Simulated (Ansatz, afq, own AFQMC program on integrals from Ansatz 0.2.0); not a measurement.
**BH₄+ (singlet): AFQMC on the coupled-cluster ladder at distance B1–H3 = 1.112 Å, cc-pVDZ**

An exercise on one series of results from a longer session: the logs are not shown, and one member is left open.

The runs use Ansatz 0.2.0, Gaussian basis, and an in-house AFQMC program (afq) on its integrals; all values are calculated; cc-pVDZ, frozen cores.

Plan: Full CI; PBE (unrestricted); CCSD(T) on RHF; r2SCAN (unrestricted); PBE0 (unrestricted); B3LYP (unrestricted); wB97M-V (unrestricted); Full CI; B2PLYP (unrestricted); CCSDT(Q) on RHF; CCSDTQ on RHF; Phaseless AFQMC, CISD trial on RHF; UHF.

7 further runs of the same task are left out: 7 that didn't finish.

## The geometry

The geometry derives from a PBE0/def2-TZVP stationary point (not a proven minimum). One bond is set to the value named and the two fragments are kept rigid.

5 atoms, charge 1, spin multiplicity 1.

Atoms are counted from 1 here; the program's logs count them from 0.

Bond lengths: B1–H2 1.210 Å, B1–H3 1.112 Å, B1–H4 1.210 Å, B1–H5 1.210 Å. Angles: H2–B1–H3 90.0°, H2–B1–H4 90.0°, H2–B1–H5 180.0°, H3–B1–H4 180.0°, H3–B1–H5 90.0°, H4–B1–H5 90.0°.

Set-up of the first run:

Contents of in.yaml:

```yaml
crystal:
  periodic: [false, false, false]
  atoms:
    - {symbol: B, position_ang: [-0.000117, -0.004682, 0.004744]}
    - {symbol: H, position_ang: [-0.015700, 0.856743, 0.854578]}
    - {symbol: H, position_ang: [-0.019711, -0.785700, 0.796054]}
    - {symbol: H, position_ang: [0.021206, 0.845286, -0.856426]}
    - {symbol: H, position_ang: [0.015466, -0.866107, -0.845090]}
basis:
  gaussian: {orbitals: cc-pVDZ}
total_charge: 1
correlation: {method: fci, electrons: outside_noble_gas}
```

The run is started by

```console
> ansatz run in.yaml --threads 1 --pin off --events-out ev --progress --plain --max-ram 16896MiB --backend cuda --devices 0, --max-vram 18GiB
```

Among the steps run: Full CI; PBE (unrestricted); CCSD(T) on RHF; r2SCAN (unrestricted); PBE0 (unrestricted); B3LYP (unrestricted); wB97M-V (unrestricted); B2PLYP (unrestricted); CCSDT(Q) on RHF; CCSDTQ on RHF; Phaseless AFQMC, CISD trial on RHF; UHF.

One of the session's tables, all rows but one given; the rest of the session is left out.

On the RHF determinant, counted from full CI (exact for this spin and basis):

```
                                                level  from full CI (kcal/mol)
                                                   HF                   +84.63
                                                  MP2                   +18.15
                                                 CCSD                    +2.07
                                              CCSD(T)                    +0.44
                                             CCSDT(Q)                        ?
                                               CCSDTQ                     0.00
                                              full CI                     0.00
Phaseless AFQMC, CISD trial, step 0.005, 4000 walkers                    +0.07
```

**Question.** Estimate the row for CCSDT(Q).

The run gave: from full CI (kcal/mol): +0.02. In the column «from full CI (kcal/mol)» it lies between full CI (0.00) and Phaseless AFQMC, CISD trial, step 0.005, 4000 walkers (+0.07).

Caveats from the session: On RHF the phaseless walk with the CISD trial lies +0.07 kcal/mol from full CI, within three error bars.
